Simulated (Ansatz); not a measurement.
# Li₂O: basis-set convergence

One table from this session's results is given with a row withheld; the runs are named, their logs left out.

Method: one geometry, several basis sets; program: Ansatz 0.2.0, Gaussian basis.

The runs, in order: PBE0-D4/def2-SVP; ωB97M-V/def2-SVP; PBE0-D4/def2-QZVPP; ωB97M-V/def2-QZVPP; the functionals' def2-TZVPP values are taken from earlier runs.

**The geometry**

All runs share one geometry, relaxed beforehand with PBE0-D4 in a triple-zeta def2 set.

SMILES `[Li][O][Li]`, 3 atoms, charge 0, spin multiplicity 1.

Atoms are counted from 1 here; the program's logs count them from 0.

Bond lengths: Li1–O2 1.605 Å, O2–Li3 1.605 Å. Angles: Li1–O2–Li3 179.9°.

Set-up of the first run:

in.yaml reads:

```yaml
crystal:
  periodic: [false, false, false]
  atoms:
    - {symbol: Li, position_ang: [0.110123, -1.597650, -0.109387]}
    - {symbol: O, position_ang: [-0.000444, -0.000017, -0.000245]}
    - {symbol: Li, position_ang: [-0.109678, 1.597657, 0.109632]}
basis:
  gaussian: {orbitals: def2-SVP}
hamiltonian: {xc: pbe0, dispersion: d4}
output: {orbitals: {seedname: orbitals}}
```

On the command line:

```bash
> ansatz run in.yaml --threads 2 --pin off --events-out ev --progress --plain --max-ram 20480MiB --backend cpu
```

Steps of the session up to this table: PBE0-D4 in def2-SVP; ωB97M-V in def2-SVP; PBE0-D4 in def2-QZVPP; ωB97M-V in def2-QZVPP.

One of the session's tables, all rows but one given; the rest of the session is left out.

It belongs to the step «Functionals by basis». 

| functional | basis | HOMO (eV) |
| --- | --- | --- |
| PBE0-D4 | def2-SVP | -4.15 |
| PBE0-D4 | def2-TZVPP | ? |
| PBE0-D4 | def2-QZVPP | -4.33 |
| ωB97M-V | def2-SVP | -6.53 |
| ωB97M-V | def2-TZVPP | -6.70 |
| ωB97M-V | def2-QZVPP | -6.74 |

**Question.** Estimate the row for PBE0-D4, def2-TZVPP.

As computed: HOMO (eV): -4.30. In the column «HOMO (eV)» it lies between PBE0-D4, def2-QZVPP (-4.33) and PBE0-D4, def2-SVP (-4.15).
